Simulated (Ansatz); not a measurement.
in.yaml

```yaml
crystal:
  periodic: [false, false, false]
  atoms:
    - {symbol: Zn, position_ang: [0.000000, 0.000000, 0.000000]}
    - {symbol: H, position_ang: [0.000000, 0.000000, 1.617200]}
basis:
  gaussian: {orbitals: def2-SVP}
total_charge: 1
magnetization: {spin_polarized: true, initial_magnetization: 2}
correlation: {method: ccsdtq, electrons: outside_noble_gas}
```

```sh
$ ansatz run in.yaml --threads 2 --pin off --events-out ev --progress --plain --max-ram 24576MiB --backend cuda --devices 0, --max-vram 18GiB
```

Output:

```
512 factors; integrals over basis functions are off by at most 1.2e-7 eV
mean field evaluation 1: about -48374.2985 eV, gradient 4.2e0 eV
mean field evaluation 2: about -48374.3386 eV, gradient 4.2e0 eV
mean field evaluation 4: about -48374.5713 eV, gradient 7.5e-1 eV
mean field evaluation 8: about -48374.5761 eV, gradient 2.4e-3 eV
mean field evaluation 16: about -48374.5304 eV, gradient 1.7e-1 eV
mean field -48374.57611985 eV, -1777.7328829392 hartree, gradient 2.4e-6 eV, S^2 2.001774; 0 other end points of the search recorded, 0 dependent functions left out
9 core orbitals not correlated: weight in the atoms' cores, before any rotation towards them, 1.000 or more for the frozen orbitals, at most 0.000 for the correlated occupied ones
reference -48374.57611985 eV, -1777.7328829392 hartree; 7, 5 occupied and 20, 22 virtual orbitals, 512 factors
second order -7.17772025 eV of doubles, -0.00000000 eV of singles
cycle   1  -6.45376304 eV  change    7.2e-1 eV  update   6.8e-2
cycle   2  -6.74567765 eV  change   -2.9e-1 eV  update   4.3e-2
cycle   3  -6.79499132 eV  change   -4.9e-2 eV  update   9.9e-3
cycle   4  -6.80078698 eV  change   -5.8e-3 eV  update   5.0e-3
cycle   5  -6.79765284 eV  change    3.1e-3 eV  update   3.2e-3
cycle   6  -6.79519214 eV  change    2.5e-3 eV  update   1.3e-3
cycle   7  -6.79609165 eV  change   -9.0e-4 eV  update   7.8e-4
cycle   8  -6.79758406 eV  change   -1.5e-3 eV  update   3.2e-4
cycle   9  -6.79732647 eV  change    2.6e-4 eV  update   1.6e-4
cycle  10  -6.79705582 eV  change    2.7e-4 eV  update   7.1e-5
cycle  11  -6.79713477 eV  change   -7.9e-5 eV  update   3.0e-5
cycle  12  -6.79716352 eV  change   -2.9e-5 eV  update   1.3e-5
cycle  13  -6.79714534 eV  change    1.8e-5 eV  update   1.0e-5
cycle  14  -6.79714025 eV  change    5.1e-6 eV  update   3.0e-6
cycle  15  -6.79714241 eV  change   -2.2e-6 eV  update   2.1e-6
cycle  16  -6.79714035 eV  change    2.1e-6 eV  update   1.2e-6
cycle  17  -6.79713980 eV  change    5.5e-7 eV  update   5.4e-7
Total energy: -48381.37325966 eV, -1777.9826732197 hartree
```

Ran on 2 threads of AMD EPYC 7R13 with a shared H100 80 GB, shared host: 71 s wall, 0.9 GiB peak host memory.
